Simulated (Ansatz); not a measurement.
in.yaml

```yaml
crystal:
  periodic: [false, false, false]
  atoms:
    - {symbol: Ge, position_ang: [0.000000, 0.315664, 1.314888]}
    - {symbol: Ge, position_ang: [0.000000, 0.315664, -1.314888]}
    - {symbol: P, position_ang: [0.000000, -1.480598, 0.000000]}
basis:
  gaussian: {orbitals: STO-3G}
total_charge: 1
magnetization: {spin_polarized: false}
hamiltonian: {xc: hf}
output: {forces: true, orbitals: {seedname: orbitals}}
```

```sh
$ ansatz run in.yaml --threads 1 --pin off --events-out ev --progress --plain --max-ram 2393MiB
```

Log:

```
447 factors; integrals over basis functions are off by at most 1.1e-5 eV
mean field evaluation 1: about -120820.4784 eV, gradient 2.4e1 eV
mean field evaluation 2: about -120820.4930 eV, gradient 2.4e1 eV
mean field evaluation 4: about -120823.0888 eV, gradient 1.2e0 eV
mean field evaluation 8: about -120823.1026 eV, gradient 7.4e-3 eV
mean field evaluation 16: about -120808.6610 eV, gradient 5.4e0 eV
mean field -120823.10259237 eV, -4440.1671234292 hartree, gradient 8.5e-6 eV, S^2 0.000000; 0 other end points of the search recorded, 0 dependent functions left out
the calculation of the forces begins
reference -120823.10259237 eV, -4440.1671234292 hartree; 39, 39 occupied and 6, 6 virtual orbitals, 447 factors
Total energy: -120823.10259237 eV, -4440.1671234292 hartree
Atom 0 at     0.000000     0.315664     1.314888 Å, force     0.000000    -2.338283    -0.196685 eV/Å
Atom 1 at     0.000000     0.315664    -1.314888 Å, force     0.000000    -2.338283     0.196685 eV/Å
Atom 2 at     0.000000    -1.480598     0.000000 Å, force    -0.000000     4.676566     0.000000 eV/Å
Dipole moment:    -0.000000    -0.269646    -0.000000 e Å
```

Forces (eV/Å):
```
Ge   0.000 -2.338 -0.197
Ge   0.000 -2.338  0.197
P    0.000  4.677  0.000
```

Ran on 1 thread of Arm Neoverse V1, shared host: 0.72 s wall, 0.23 GiB peak host memory.
